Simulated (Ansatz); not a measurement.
Low singlet and triplet states of SiH$_{2}$ by full CI

```xyz
3

Si    0.0000   -0.0715    0.0000
H     0.0000    0.9958   -1.0900
H     0.0000    0.9958    1.0900
```

Basis cc-pVDZ; Ansatz 0.2.0. Correlated methods freeze the noble-gas cores, which leaves 6 electrons in 23 orbitals.

Question: From the orbital picture of this species, estimate the order, symmetries and energies of the lowest 4 singlet and 2 triplet states at this geometry (other spins aside; irreps A1, B1, B2, A2 in the program's axes; members of a degenerate level count singly).

Answer: Full CI in cc-pVDZ gives:
```csv
2S+1,irrep,energy above the lowest listed (eV)
1,A1,0.000
3,B1,1.204
1,B1,2.487
3,A2,4.136
1,A2,4.607
1,A1,5.491
```

20 s on 1 thread of Arm Neoverse V1, shared host.
